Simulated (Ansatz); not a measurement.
Energy landscape of CH3, doublet: map of symmetric stretch and umbrella angle. Scanned: C-H bond length and angle between the C-H bonds and the threefold axis (90 = planar).

Computed with Ansatz (a quantum-chemistry and plane-wave program) with CCSDT(Q) on UHF/cc-pVDZ, frozen core.

Energy in kcal/mol above the lowest grid point; x is the C-H bond length (Å), y the angle between the C-H bonds and the threefold axis (90 = planar) (°).

| y \ x | 0.95 | 1.02 | 1.06 | 1.11 | 1.17 | 1.21 | 1.27 | 1.31 | 1.35 |
|---|---|---|---|---|---|---|---|---|---|
| 130 | 102.1 | 69.7 | 59.9 | 54.4 | 55.4 | 59.4 | 69.2 | 77.6 | 87.0 |
| 127.20 | 89.6 | 58.0 | 48.6 | 43.7 | 45.3 | 49.7 | 60.1 | 68.9 | 78.7 |
| 123.20 | 74.8 | 44.0 | 35.2 | 30.9 | 33.3 | 38.3 | 49.4 | 58.6 | 68.9 |
| 119.20 | 62.9 | 32.9 | 24.6 | 20.9 | 23.9 | 29.3 | 41.1 | 50.8 | 61.4 |
| 115.20 | 53.7 | 24.4 | 16.4 | 13.2 | 16.9 | 22.7 | 35.0 | 45.0 | 56.0 |
| 111.20 | 46.8 | 18.1 | 10.5 | 7.7 | 11.9 | 18.1 | 30.9 | 41.2 | 52.5 |
| 107.20 | 41.8 | 13.6 | 6.4 | 4.1 | 8.7 | 15.2 | 28.5 | 39.0 | 50.6 |
| 103.20 | 38.4 | 10.8 | 3.8 | 1.8 | 6.9 | 13.7 | 27.3 | 38.2 | 49.9 |
| 99.20 | 36.3 | 9.0 | 2.3 | 0.7 | 6.1 | 13.1 | 27.1 | 38.1 | 50.1 |
| 95.20 | 35.1 | 8.2 | 1.6 | 0.2 | 5.9 | 13.0 | 27.3 | 38.5 | 50.6 |
| 90 | 34.6 | 7.8 | 1.4 | 0.0 | 5.8 | 13.1 | 27.5 | 38.8 | 51.0 |

Points that lie below all their neighbours on the grid: x = 1.11, y = 90 on the edge of the grid (0.0 kcal/mol).
